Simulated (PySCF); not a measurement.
**Working out the ionisation energy of S**

S [Ne] 3s2 3p4 (3P) → S⁺ [Ne] 3s2 3p3 (4S). Computed with PySCF 2.14 in x2c-QZVPPall with one added diffuse shell each of s, p, d, f type (10s7p5d3f1g, 86 functions), with the spin-free X2C one-electron Hamiltonian (Gaussian nucleus). Frozen: 1s2. Energies in hartree (1 hartree = 27.21139 eV):

```csv
part,S (lower),S⁺ (upper)
UHF,-398.597789,-398.258938
CCSD correlation,-0.332832,-0.297197
(T),-0.007692,-0.005973
```

Question: What does Hartree-Fock give?

Answer: (-398.258938) − (-398.597789) = 0.338851 hartree = 9.221 eV.

Question: What do CCSD and CCSD(T) give?

Answer: The CCSD correlation energies differ by 0.035635 hartree = 0.970 eV and the triples by 0.001719 hartree = 0.047 eV, so CCSD gives 10.191 eV and CCSD(T) 10.238 eV.

Measured between the centres of the two terms (NIST): 10.336 eV, so CCSD(T) (valence and next inner shell) is off by -0.098 eV.

What remains against the reference includes basis incompleteness, the frozen core and higher excitations.
